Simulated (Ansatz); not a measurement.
Born–Oppenheimer molecular dynamics of B2FH3 (6 atoms, charge 0, multiplicity 1). It starts from a relaxed structure.

Level of theory: RKS B3LYP-D4/6-31G (Ansatz).

```yaml
ensemble: NVE (velocity Verlet)
time_step: 0.5 fs
steps_asked: 266
starting_velocities_drawn_for: 500 K
seed: 982728
```

First frame:

```xyz
6
Properties=species:S:1:pos:R:3
B -0.433 0.202 -0.708
B 0.412 -0.242 0.659
F 1.360 0.574 1.240
H -0.053 -0.074 -1.810
H -1.487 0.769 -0.645
H 0.243 -1.292 1.217
```

(1) What does the run give?

(2) What happens to the structure?

(3) How do temperature and energy run in time?

Answers

(1) The run went to its last step.

```json
{"steps done": "266", "time covered": "133 fs", "mean temperature over the second half": "252 K", "spread of the potential energy over the second half": "6.7 meV per atom", "mean potential energy of the second half above the start": "21.5 meV per atom"}
```

The conserved energy stayed within 0.21 meV per atom of its start (net change 0.066 meV per atom), so the integration is sound. The temperature averaged 0.50 of the 500 K drawn at the start: a run that starts near a minimum puts about half its kinetic energy into the potential. A run of 0.13 ps of so small a system gives no equilibrium averages. Limits of this set-up: no polarisation functions.

(2) The same pairs are bonded in the first frame and the last. Pairs count as bonded within 1.25 times the sum of covalent radii (0.12 Å more for H–H). Another seed would give other details.

(3) 
| time (fs) | T (K) | potential energy less start (eV) | conserved less start (meV/atom) |
| --- | --- | --- | --- |
| 0.0 | 500 | 0.000 | 0.00 |
| 6.5 | 321 | 0.093 | 0.04 |
| 13.0 | 315 | 0.096 | 0.02 |
| 19.5 | 265 | 0.122 | 0.05 |
| 26.0 | 198 | 0.156 | 0.04 |
| 32.5 | 235 | 0.137 | 0.07 |
| 39.0 | 253 | 0.128 | 0.05 |
| 45.5 | 248 | 0.131 | 0.10 |
| 52.0 | 289 | 0.110 | 0.09 |
| 58.5 | 308 | 0.100 | 0.13 |
| 65.0 | 325 | 0.091 | 0.14 |
| 71.5 | 253 | 0.128 | 0.17 |
| 78.0 | 150 | 0.182 | 0.17 |
| 84.5 | 105 | 0.206 | 0.18 |
| 91.0 | 150 | 0.182 | 0.17 |
| 97.5 | 116 | 0.200 | 0.19 |
| 104.0 | 267 | 0.121 | 0.18 |
| 110.5 | 275 | 0.117 | 0.16 |
| 117.0 | 250 | 0.130 | 0.18 |
| 123.5 | 285 | 0.112 | 0.14 |
| 130.0 | 186 | 0.163 | 0.17 |

The run took 2.8 min on 1 CPU thread of a shared host.
